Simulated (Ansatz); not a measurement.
A made-up structure of NaAlNH2, doublet:

```xyz
5
angstrom
Na -1.9461 -0.6316 2.7654
N -0.6103 -0.2009 0.8634
Al 0.5092 0.1650 -0.7239
H 0.4754 -0.9416 -2.1349
H 1.5717 1.6091 -0.7700
```

It is relaxed with PBE-D4/def2-SVP and then PBE0-D4/def2-TZVP (Ansatz 0.2.0). Atoms count as bonded within 1.22 times the sum of their covalent radii (H–H: 0.88 Å). The end point is not checked to be a true minimum.

(1) Does its bonding change? (A judgement: the text doesn't fix the answer.)

Results:

(1) By the calculation: No: no bond forms or breaks.

Where it ends: The first stage lowers the energy by 0.80 eV in 4 steps. It ends as NaAlNH₂ ([Na][N][AlH2]):
```xyz
5
angstrom
Na -1.7381 -0.5651 2.4686
N -0.5445 -0.1785 0.7714
Al 0.4548 0.1478 -0.6461
H 0.4238 -0.8410 -1.9054
H 1.4040 1.4369 -0.6885
```

Labels in which every atom is bracketed show which atoms are joined, not bond orders.

For scale, one of the runs: PBE0-D4/def2-TZVP relaxation, 112 basis functions, launched by `ansatz run in.yaml --threads 2 --pin off --events-out ev --progress --plain --max-ram 4352MiB`. Hardware: 2 CPU threads of an Arm Neoverse V2, shared host. Wall time about 17 s.
